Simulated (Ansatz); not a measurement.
# CHOSi+ (triplet): wave-function methods side by side, cc-pVDZ

Aim: climb from Hartree-Fock through coupled cluster and multireference methods for CHOSi+ (triplet) at one geometry and basis, and see what each rung misses.

Method: cc-pVDZ, core rule «outside noble gas», up to 7 orbitals frozen; program: Ansatz 0.2.0, Gaussian basis.

The runs, in order: UHF; CCSD(T) on ROHF; CCSD(T) on UHF; BCCD(T) on ROHF; CISD; CCSDT(Q) on ROHF; CCSDT(Q) on UHF; CASSCF and NEVPT2, 10 electrons in 10 orbitals.

25 further runs of the same task are left out: 9 that didn't finish, 16 set aside as unsound or not needed.

**1. The geometry**

The geometry is a PBE0/def2-TZVP stationary point (not a proven minimum) of the parent state, kept for this charge and spin.

4 atoms, charge 1, spin multiplicity 3.

Atoms are counted from 1 here; the program's logs count them from 0.

Bond lengths: O1–C2 1.143 Å, C2–Si3 1.838 Å, Si3–H4 1.523 Å. Angles: O1–C2–Si3 173.7°, C2–Si3–H4 83.4°.

**2. UHF**

in.yaml reads:

```yaml
crystal:
  periodic: [false, false, false]
  atoms:
    - {symbol: O, position_ang: [0.000000, 0.008101, 1.755319]}
    - {symbol: C, position_ang: [0.000000, 0.052092, 0.612788]}
    - {symbol: Si, position_ang: [0.000000, -0.078659, -1.220644]}
    - {symbol: H, position_ang: [0.000000, 1.442456, -1.152508]}
basis:
  gaussian: {orbitals: cc-pVDZ}
total_charge: 1
magnetization: {spin_polarized: true, initial_magnetization: 2}
hamiltonian: {xc: hf}
output: {orbitals: {seedname: orbitals}}
```

Command:

```
$ ansatz run in.yaml --threads 1 --pin off --events-out ev --progress --plain --max-ram 2393MiB
```

Further steps of the session: CCSD(T) on ROHF; CCSD(T) on UHF; BCCD(T) on ROHF; CISD; CCSDT(Q) on ROHF; CCSDT(Q) on UHF; CASSCF and NEVPT2, 10 electrons in 10 orbitals.

Before running them: what should the planned runs give, taken together? Wanted: UCCSDT(Q) below the RHF energy; RMP2 from UCCSDT(Q); UMP2 from UCCSDT(Q); RCCSD from UCCSDT(Q); RCCSD(T) from UCCSDT(Q); UCCSD(T) from UCCSDT(Q); RCCSDT(Q) from UCCSDT(Q); T1 diagnostic.

As calculated:

| quantity | value |
| --- | --- |
| UCCSDT(Q) below the RHF energy | -10.7368 eV |
| RMP2 from UCCSDT(Q) | +931.6 meV |
| UMP2 from UCCSDT(Q) | +988.9 meV |
| RCCSD from UCCSDT(Q) | +500.2 meV |
| RCCSD(T) from UCCSDT(Q) | +75.3 meV |
| UCCSD(T) from UCCSDT(Q) | +79.1 meV |
| RCCSDT(Q) from UCCSDT(Q) | +6.2 meV |
| levels within 1 kcal/mol (43 meV) | RCCSDT(Q) |
| T1 diagnostic | 0.029 |

RCCSD(T) misses by +75.3 meV, 0.7 % of the correlation energy. These misses are within one basis, not against nature; the frozen cores of restricted and unrestricted runs differ, which can shift their rows.
